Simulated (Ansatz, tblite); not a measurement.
# The cluster Sn₂Se₂: charged states by level of theory

Aim: the energy of removing and adding an electron for the cluster Sn₂Se₂, by energy differences, and how well orbital energies stand in for it.

Method: as each input shows; program: Ansatz 0.2.0, Gaussian basis.

The runs, in order: charge +1 doublet, at the geometry of the singlet (PBE0-D4/def2-TZVP, PBE-D4/def2-TZVP, r2SCAN-D4/def2-TZVP, CCSD(T)/def2-SVP); charge -1 doublet, at the geometry of the singlet (PBE0-D4/def2-TZVPD, PBE-D4/def2-TZVPD, r2SCAN-D4/def2-TZVPD); the starting singlet's energies come from earlier runs.

2 further runs of the same task are left out: 2 set aside as unsound or not needed.

## 1. The relaxed structure

The singlet was relaxed beforehand with PBE-D4/def2-SVP. At that level it is the lowest of the isomers that a small search found.

4 atoms, charge 0, spin multiplicity 1.

Atoms are counted from 1 here; the program's logs count them from 0.

Bond lengths: Sn1–Se3 2.633 Å, Sn1–Se4 2.631 Å, Sn2–Se3 2.630 Å, Sn2–Se4 2.633 Å. Angles: Se3–Sn1–Se4 94.0°, Se3–Sn2–Se4 94.0°, Sn1–Se3–Sn2 80.8°, Sn1–Se4–Sn2 80.8°.

As a file:

```
Sn    0.6809    0.3135   -1.5568
Sn   -1.1135   -0.4702    1.2348
Se    0.9083   -1.7164    0.1043
Se   -0.4757    1.8732    0.2178
```

Sn takes a core potential in the def2 sets. No spin-orbit coupling is included.

## 2. Charge +1 doublet at the fixed geometry, PBE0-D4/def2-TZVP

The input, in.yaml:

```yaml
crystal:
  periodic: [false, false, false]
  atoms:
    - {symbol: Sn, position_ang: [0.680886, 0.313453, -1.556822]}
    - {symbol: Sn, position_ang: [-1.113496, -0.470166, 1.234785]}
    - {symbol: Se, position_ang: [0.908350, -1.716443, 0.104260]}
    - {symbol: Se, position_ang: [-0.475740, 1.873166, 0.217777]}
basis:
  gaussian: {orbitals: def2-TZVP}
total_charge: 1
magnetization: {spin_polarized: true, initial_magnetization: 1}
hamiltonian: {xc: pbe0, dispersion: d4}
scf: {omitted_lower_state_checks: [starts]}
output: {orbitals: {seedname: orbitals}}
```

Started as:

```
$ ansatz run in.yaml --threads 4 --pin off --events-out ev --progress --plain --max-ram 4787MiB
```

The program printed:

```text
Functional definition: PBE0
  name "PBE0"
  cite "Adamo & Barone, J. Chem. Phys. 110, 6158 (1999) doi:10.1063/1.478522"
  cite "Perdew, Burke & Ernzerhof, Phys. Rev. Lett. 77, 3865 (1996) doi:10.1103/PhysRevLett.77.3865"
  parent pbe
  parameter a = 0.25
  parameter kappa = 0.804
  parameter beta = 0.06672455060314922
  exchange = (1 - a)*pbe_x(kappa = kappa, mu = beta*pi^2/3) + a*exact_x
  correlation = pbe_c(beta = beta)
these checks for a lower state are left out or cut short: starts
1620 factors; integrals over basis functions are off by at most 5.4e-4 eV
mean field evaluation 1: about -142338.4863 eV, gradient 2.8e1 eV
mean field evaluation 2: about -142322.3019 eV, gradient 6.0e1 eV
mean field evaluation 4: about -142343.6962 eV, gradient 4.5e0 eV
mean field evaluation 8: about -142343.8723 eV, gradient 2.5e-1 eV
mean field evaluation 16: about -142343.8727 eV, gradient 2.1e-3 eV
mean field evaluation 32: about -142343.8727 eV, gradient 2.5e-5 eV
mean field -142343.87267370 eV, -5231.0408366163 hartree, gradient 8.2e-6 eV, S^2 0.761527; 0 other end points of the search recorded, 0 dependent functions left out
reference -142343.87270400 eV, -5231.0408377298 hartree; 56, 55 occupied and 140, 141 virtual orbitals, 1620 factors
Total energy: -142344.10449284 eV, -5231.0493558126 hartree
Checks for a lower state left out: starts
```

Run time: 17 s. Hardware: 4 threads of Arm Neoverse V1, shared host; peak memory 1.1 GiB.

Report: HOMO -11.36 eV, LUMO -9.62 eV (over both spins); ⟨S²⟩ 0.762 (pure: 0.75).

## 3. Charge +1 doublet at the fixed geometry, PBE-D4/def2-TZVP

start.molden holds the orbitals of an earlier run on this state, given as this run's starting guess.

in.yaml: that of step 2 with these lines changed.

```diff
@@ -8,6 +8,6 @@
 basis:
-  gaussian: {orbitals: def2-TZVP}
+  gaussian: {orbitals: def2-TZVP, initial_orbitals: start.molden}
 total_charge: 1
 magnetization: {spin_polarized: true, initial_magnetization: 1}
-hamiltonian: {xc: pbe0, dispersion: d4}
+hamiltonian: {xc: pbe, dispersion: d4}
 scf: {omitted_lower_state_checks: [starts]}
```

The command is unchanged.

The program printed:

```text
Functional definition: PBE
  name "PBE"
  cite "Perdew, Burke & Ernzerhof, Phys. Rev. Lett. 77, 3865 (1996) doi:10.1103/PhysRevLett.77.3865"
  parent pbe
  parameter kappa = 0.804
  parameter beta = 0.06672455060314922
  exchange = pbe_x(kappa = kappa, mu = beta*pi^2/3)
  correlation = pbe_c(beta = beta)
these checks for a lower state are left out or cut short: starts
1550 factors; their error is unknown
mean field evaluation 1: about -142339.6303 eV, gradient 8.6e0 eV
mean field evaluation 2: about -142339.7756 eV, gradient 2.1e-1 eV
mean field evaluation 4: about -142339.7136 eV, gradient 9.9e-2 eV
mean field evaluation 8: about -142339.7136 eV, gradient 2.6e-5 eV
mean field -142339.71364987 eV, -5230.8879953094 hartree, gradient 4.2e-6 eV, S^2 0.753294; 0 other end points of the search recorded, 0 dependent functions left out
reference -142339.71369035 eV, -5230.8879967973 hartree; 56, 55 occupied and 140, 141 virtual orbitals, 1550 factors
Total energy: -142339.98416244 eV, -5230.8979364633 hartree
Checks for a lower state left out: starts
```

Run time: 13 s. Hardware: 4 threads of Arm Neoverse V1, shared host; peak memory 0.64 GiB.

From the report: HOMO -10.35 eV, LUMO -10.21 eV (over both spins); ⟨S²⟩ 0.753 (pure: 0.75).

## 4. Charge +1 doublet at the fixed geometry, r2SCAN-D4/def2-TZVP

in.yaml: that of step 3 with these lines changed.

```diff
@@ -11,3 +11,3 @@
 magnetization: {spin_polarized: true, initial_magnetization: 1}
-hamiltonian: {xc: pbe, dispersion: d4}
+hamiltonian: {xc: r2scan, dispersion: d4}
 scf: {omitted_lower_state_checks: [starts]}
```

Same command.

The program printed:

```text
Functional definition: r2SCAN
  name "r2SCAN"
  cite "Furness, Kaplan, Ning, Perdew & Sun, J. Phys. Chem. Lett. 11, 8208 (2020) doi:10.1021/acs.jpclett.0c02405"
  cite "Furness, Kaplan, Ning, Perdew & Sun, J. Phys. Chem. Lett. 11, 9248 (2020) doi:10.1021/acs.jpclett.0c03077"
  parent r2scan
  parameter k0 = 0.174
  parameter k1 = 0.065
  parameter a1 = 4.9479
  exchange = r2scan_x(k0 = k0, k1 = k1, a1 = a1)
  correlation = r2scan_c
these checks for a lower state are left out or cut short: starts
1550 factors; their error is unknown
mean field evaluation 1: about -142362.7774 eV, gradient 6.9e0 eV
mean field evaluation 2: about -142362.8507 eV, gradient 1.1e-1 eV
mean field evaluation 4: about -142362.7897 eV, gradient 8.3e-4 eV
mean field evaluation 8: about -142362.7897 eV, gradient 1.8e-5 eV
mean field -142362.78969712 eV, -5231.7360244044 hartree, gradient 6.6e-6 eV, S^2 0.761566; 0 other end points of the search recorded, 0 dependent functions left out
reference -142362.78971286 eV, -5231.7360249830 hartree; 56, 55 occupied and 140, 141 virtual orbitals, 1550 factors
Total energy: -142362.83725745 eV, -5231.7377722142 hartree
Checks for a lower state left out: starts
```

It took 18 s on 4 threads of Arm Neoverse V1, shared host.

From the report: HOMO -10.62 eV, LUMO -10.21 eV (over both spins); ⟨S²⟩ 0.762 (pure: 0.75).

## 5. Charge +1 doublet at the fixed geometry, CCSD(T)/def2-SVP

in.yaml: that of step 4 with these lines changed.

```diff
@@ -8,7 +8,7 @@
 basis:
-  gaussian: {orbitals: def2-TZVP, initial_orbitals: start.molden}
+  gaussian: {orbitals: def2-SVP, initial_orbitals: start.molden}
 total_charge: 1
 magnetization: {spin_polarized: true, initial_magnetization: 1}
-hamiltonian: {xc: r2scan, dispersion: d4}
-scf: {omitted_lower_state_checks: [starts]}
+correlation: {method: ccsd_t}
+scf: {omitted_lower_state_checks: [starts, cluster_reference]}
 output: {orbitals: {seedname: orbitals}}
```

Same command.

The program printed (excerpt; [...] marks lines left out):

```text
Functional definition: HF
  name "HF"
  cite "Fock, Z. Phys. 61, 126 (1930) doi:10.1007/BF01340294"
  parent pbe
[...]
1298 factors; integrals over basis functions are off by at most 2.8e-4 eV
[...]
mean field -142197.90120417 eV, -5225.6764840541 hartree, gradient 1.5e-6 eV, S^2 0.832827; 0 other end points of the search recorded, 0 dependent functions left out
26 core orbitals not correlated: weight in the atoms' cores, before any rotation towards them, 1.000 or more for the frozen orbitals, at most 0.000 for the correlated occupied ones
reference -142197.90120417 eV, -5225.6764840541 hartree; 30, 29 occupied and 60, 61 virtual orbitals, 1298 factors
second order -17.03111099 eV of doubles, -0.00000000 eV of singles
cycle   1  -16.69664659 eV  change    3.3e-1 eV  update   1.4e-1
[...]
cycle  10  -17.37479736 eV  change    7.3e-5 eV  update   6.5e-5
perturbative correction -0.77766079 eV, -0.0285785068 hartree
Total energy: -142216.05366232 eV, -5226.3435745867 hartree
Checks for a lower state left out: starts, cluster_reference
```

Run time: 59 s. Hardware: 4 threads of Arm Neoverse V1, shared host; peak memory 1.5 GiB.

Hartree-Fock HOMO -13.63 eV, LUMO -6.80 eV (over both spins); ⟨S²⟩ 0.833 (pure: 0.75); T1 0.018.

## 6. Vertical ionisation energy

Charged state less starting state, singlet to doublet; the starting state's energies are those of its earlier runs.

Differences are taken before rounding.

```csv
method,vertical ionisation energy (eV),from CCSD(T)/def2-SVP (eV),time
HF/def2-SVP,7.37,-0.34,
PBE-D4/def2-TZVP,7.82,+0.10,15 s
r2SCAN-D4/def2-TZVP,7.95,+0.23,24 s
PBE0-D4/def2-TZVP,7.95,+0.23,24 s
MP2/def2-SVP,7.79,+0.08,
CCSD/def2-SVP,7.75,+0.03,
CCSD(T)/def2-SVP,7.72,0,75 s
```

Times add the two runs; a level without a time comes out of a correlated run.

Beside −ε(HOMO) of the starting state:

```csv
level,−ε(HOMO) (eV),by difference (eV),mismatch (eV)
PBE-D4/def2-TZVP,5.43,7.82,-2.39
r2SCAN-D4/def2-TZVP,5.66,7.95,-2.29
PBE0-D4/def2-TZVP,6.27,7.95,-1.67
```

## 7. Charge -1 doublet at the fixed geometry, PBE0-D4/def2-TZVPD

in.yaml: that of step 5 with these lines changed.

```diff
@@ -8,7 +8,7 @@
 basis:
-  gaussian: {orbitals: def2-SVP, initial_orbitals: start.molden}
-total_charge: 1
+  gaussian: {orbitals: def2-TZVPD}
+total_charge: -1
 magnetization: {spin_polarized: true, initial_magnetization: 1}
-correlation: {method: ccsd_t}
-scf: {omitted_lower_state_checks: [starts, cluster_reference]}
+hamiltonian: {xc: pbe0, dispersion: d4}
+scf: {omitted_lower_state_checks: [starts]}
 output: {orbitals: {seedname: orbitals}}
```

Launched as before.

The program printed (excerpt; [...] marks lines left out):

```text
Functional definition: PBE0
  name "PBE0"
  cite "Adamo & Barone, J. Chem. Phys. 110, 6158 (1999) doi:10.1063/1.478522"
  cite "Perdew, Burke & Ernzerhof, Phys. Rev. Lett. 77, 3865 (1996) doi:10.1103/PhysRevLett.77.3865"
  parent pbe
[...]
1882 factors; their error is unknown
[...]
mean field -142353.20354303 eV, -5231.3837397393 hartree, gradient 5.8e-6 eV, S^2 0.774649; 0 other end points of the search recorded, 0 dependent functions left out
reference -142353.20357814 eV, -5231.3837410295 hartree; 57, 56 occupied and 169, 170 virtual orbitals, 1882 factors
Total energy: -142353.45433894 eV, -5231.3929563190 hartree
Checks for a lower state left out: starts
```

It took 37 s on 4 threads of Arm Neoverse V1, shared host; peak memory 1.3 GiB.

From the report: HOMO 0.06 eV, LUMO 1.29 eV (over both spins); ⟨S²⟩ 0.775 (pure: 0.75). Doubts: highest occupied level lies above zero.

## 8. Charge -1 doublet at the fixed geometry, PBE-D4/def2-TZVPD

in.yaml: that of step 7 with these lines changed.

```diff
@@ -8,6 +8,6 @@
 basis:
-  gaussian: {orbitals: def2-TZVPD}
+  gaussian: {orbitals: def2-TZVPD, initial_orbitals: start.molden}
 total_charge: -1
 magnetization: {spin_polarized: true, initial_magnetization: 1}
-hamiltonian: {xc: pbe0, dispersion: d4}
+hamiltonian: {xc: pbe, dispersion: d4}
 scf: {omitted_lower_state_checks: [starts]}
```

Launched as before.

The program printed:

```text
Functional definition: PBE
  name "PBE"
  cite "Perdew, Burke & Ernzerhof, Phys. Rev. Lett. 77, 3865 (1996) doi:10.1103/PhysRevLett.77.3865"
  parent pbe
  parameter kappa = 0.804
  parameter beta = 0.06672455060314922
  exchange = pbe_x(kappa = kappa, mu = beta*pi^2/3)
  correlation = pbe_c(beta = beta)
these checks for a lower state are left out or cut short: starts
1654 factors; their error is unknown
mean field evaluation 1: about -142348.7774 eV, gradient 8.6e0 eV
mean field evaluation 2: about -142348.9176 eV, gradient 2.0e-1 eV
mean field evaluation 4: about -142348.8895 eV, gradient 2.7e-3 eV
mean field -142348.88953546 eV, -5231.2252028852 hartree, gradient 7.7e-6 eV, S^2 0.760136; 0 other end points of the search recorded, 0 dependent functions left out
reference -142348.88958016 eV, -5231.2252045282 hartree; 57, 56 occupied and 169, 170 virtual orbitals, 1654 factors
Total energy: -142349.18219913 eV, -5231.2359580767 hartree
Checks for a lower state left out: starts
```

It took 7 s on 4 threads of Arm Neoverse V1, shared host.

HOMO 0.70 eV, LUMO 0.91 eV (over both spins); ⟨S²⟩ 0.760 (pure: 0.75). Doubts: highest occupied level lies above zero.

## 9. Charge -1 doublet at the fixed geometry, r2SCAN-D4/def2-TZVPD

in.yaml: that of step 8 with these lines changed.

```diff
@@ -11,3 +11,3 @@
 magnetization: {spin_polarized: true, initial_magnetization: 1}
-hamiltonian: {xc: pbe, dispersion: d4}
+hamiltonian: {xc: r2scan, dispersion: d4}
 scf: {omitted_lower_state_checks: [starts]}
```

Same command.

The program printed:

```text
Functional definition: r2SCAN
  name "r2SCAN"
  cite "Furness, Kaplan, Ning, Perdew & Sun, J. Phys. Chem. Lett. 11, 8208 (2020) doi:10.1021/acs.jpclett.0c02405"
  cite "Furness, Kaplan, Ning, Perdew & Sun, J. Phys. Chem. Lett. 11, 9248 (2020) doi:10.1021/acs.jpclett.0c03077"
  parent r2scan
  parameter k0 = 0.174
  parameter k1 = 0.065
  parameter a1 = 4.9479
  exchange = r2scan_x(k0 = k0, k1 = k1, a1 = a1)
  correlation = r2scan_c
these checks for a lower state are left out or cut short: starts
1654 factors; their error is unknown
mean field evaluation 1: about -142372.2017 eV, gradient 6.9e0 eV
mean field evaluation 2: about -142372.2746 eV, gradient 1.1e-1 eV
mean field evaluation 4: about -142372.2474 eV, gradient 5.3e-4 eV
mean field evaluation 8: about -142372.2474 eV, gradient 2.3e-5 eV
mean field -142372.24742191 eV, -5232.0835893798 hartree, gradient 2.3e-5 eV, S^2 0.776622; 0 other end points of the search recorded, 0 dependent functions left out
reference -142372.24746183 eV, -5232.0835908467 hartree; 57, 56 occupied and 169, 170 virtual orbitals, 1654 factors
Total energy: -142372.29888769 eV, -5232.0854807124 hartree
Checks for a lower state left out: starts
```

Wall time 17 s (4 threads of Arm Neoverse V1, shared host); peak memory 0.57 GiB.

From the report: HOMO 0.47 eV, LUMO 0.79 eV (over both spins); ⟨S²⟩ 0.777 (pure: 0.75). Doubts: highest occupied level lies above zero.

## 10. Vertical electron affinity

Starting state less charged state (positive: the electron is bound), singlet to doublet; the starting state's energies are those of its earlier runs.

```csv
level,vertical electron affinity (eV),time
PBE-D4/def2-TZVPD,+1.35,11 s
r2SCAN-D4/def2-TZVPD,+1.49,25 s
PBE0-D4/def2-TZVPD,+1.37,44 s
```

Times add the two runs; a level without a time comes out of a correlated run.

Beside −ε(LUMO) of the starting state:

```csv
level,−ε(LUMO) (eV),by difference (eV),mismatch (eV)
PBE-D4/def2-TZVPD,3.41,1.35,+2.06
r2SCAN-D4/def2-TZVPD,3.38,1.49,+1.89
PBE0-D4/def2-TZVPD,2.78,1.37,+1.41
```

## 11. Outcome

| quantity | value |
| --- | --- |
| vertical ionisation energy, functionals in def2-TZVP | 7.82 (PBE-D4) to 7.95 eV (r2SCAN-D4) |
| vertical ionisation energy, CCSD(T)/def2-SVP | 7.72 eV |
| vertical electron affinity, functionals in def2-TZVPD | 1.35 (PBE-D4) to 1.49 eV (r2SCAN-D4) |

The vertical ionisation energy spans 7.82 to 7.95 eV over the functionals, beside 7.72 eV from CCSD(T)/def2-SVP. −ε(HOMO) misses the level's own difference by -1.67 eV at best (PBE0-D4) and -2.39 eV at worst (PBE-D4). The yardstick is in a double-zeta basis, so levels in larger sets aren't compared like for like. CCSD(T)/def2-SVP isn't at the basis-set limit; small misses against it rank nothing. The vertical electron affinity spans 1.35 to 1.49 eV over the functionals. The anion's highest level lies above zero where self-interaction lifts it, so diffuse functions weigh on these values. −ε(LUMO) misses the level's own difference by +1.41 eV at best (PBE0-D4) and +2.06 eV at worst (PBE-D4).
